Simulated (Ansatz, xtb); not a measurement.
## Relaxing a trial structure of CH3AlCl+

The starting geometry of this gas-phase singlet has its atoms placed at random.

```yaml
atoms:
  - { symbol: C, position_ang: [0.7955, 0.9316, -1.4727] }
  - { symbol: Al, position_ang: [1.0957, 0.6855, 0.3624] }
  - { symbol: Cl, position_ang: [-1.8733, -0.1632, 0.6867] }
  - { symbol: H, position_ang: [0.1406, -0.4025, -0.0498] }
  - { symbol: H, position_ang: [-1.1341, 0.5289, -0.3883] }
  - { symbol: H, position_ang: [1.0650, -0.0594, -1.7927] }
```

**Question.** One run relaxed it with r2SCAN-D4/def2-SVP. What is a likely outcome?

**Answer.** It ends as a structure with Cl3 bridging H5 and Al2, given below by its coordinates. Distances that change by over a tenth: Cl3–H5 (1.48 → 1.31 Å). Contacts that open: Al2–H4 (1.51 → 2.57 Å). Contacts that close: C1–H4 (2.06 → 1.11 Å), Al2–Cl3 (3.10 → 2.40 Å).

The energy falls by 5.19 eV over 18 steps:

```tsv
step	E − E(last) (eV)
1	5.188
3	2.760
5	1.123
7	0.394
9	0.135
10	0.073
12	0.017
14	0.004
16	0.000
18	0.000
```

Final geometry (Å):

```xyz
6

C     0.7946   -0.0600   -1.1726
Al    0.6376    0.5486    0.6041
Cl   -1.6809    0.9235    1.1133
H     1.1935   -1.0854   -1.2971
H    -2.1980    0.5858   -0.0374
H     1.3426    0.6084   -1.8647
```

From the same start GFN2-xTB reaches the same bonding as this run.

From so rough a start the end depends on the optimiser's path, so another program may land elsewhere. The end wasn't checked by frequencies. Run with Ansatz 0.2.0, 19 s on 1 thread of Intel(R) Xeon(R) 6975P-C (Granite Rapids), on a shared host.
